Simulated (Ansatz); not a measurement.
Born–Oppenheimer molecular dynamics of C₄H₆S₂ (12 atoms, charge 0, multiplicity 1). It starts from a relaxed structure.

These are results of RKS r2SCAN/STO-3G in Ansatz 0.2.0, not measurements.

- ensemble: NVT, Langevin thermostat
- time step: 1 fs
- steps asked: 311
- set temperature: 300 K
- friction: 0.001 /fs
- seed: 981924

First frame:

```xyz
12
Properties=species:S:1:pos:R:3
C -0.313 -0.160 1.408
C -0.040 0.200 -0.070
C 1.394 0.625 -0.371
S 2.172 0.475 -1.782
C -0.808 -0.549 -1.159
S -1.349 1.161 -0.953
H 0.282 -1.040 1.699
H -1.377 -0.387 1.562
H -0.031 0.677 2.066
H 1.865 1.079 0.528
H -1.487 -1.348 -0.830
H -0.230 -0.789 -2.063
```

(1) How far do the bonds stretch over the last three quarters of this one trajectory? (Pairs bonded in most of those frames.)

Answers

(1) 
| bond | mean (Å) | spread (Å) | shortest | longest |
| --- | --- | --- | --- | --- |
| C1–C2 | 1.549 | 0.018 | 1.51 | 1.59 |
| C1–H7 | 1.103 | 0.016 | 1.07 | 1.14 |
| C1–H8 | 1.102 | 0.021 | 1.06 | 1.14 |
| C1–H9 | 1.105 | 0.030 | 1.05 | 1.16 |
| C2–C3 | 1.531 | 0.018 | 1.49 | 1.57 |
| C2–C5 | 1.529 | 0.022 | 1.48 | 1.57 |
| C2–S6 | 1.849 | 0.023 | 1.79 | 1.89 |
| C3–S4 | 1.620 | 0.017 | 1.59 | 1.65 |
| C3–H10 | 1.114 | 0.021 | 1.08 | 1.15 |
| C5–S6 | 1.811 | 0.019 | 1.76 | 1.85 |
| C5–H11 | 1.101 | 0.029 | 1.04 | 1.16 |
| C5–H12 | 1.103 | 0.028 | 1.05 | 1.16 |

Mean temperature of the second half: 189 K. The mean temperature of the second half is 37 % below the set value. A run of 0.31 ps of so small a system gives no equilibrium averages. Limits of this set-up: minimal basis.

The run took 20 min on 1 thread of Arm Neoverse V1, on a shared host, peak memory 0.097 GiB.
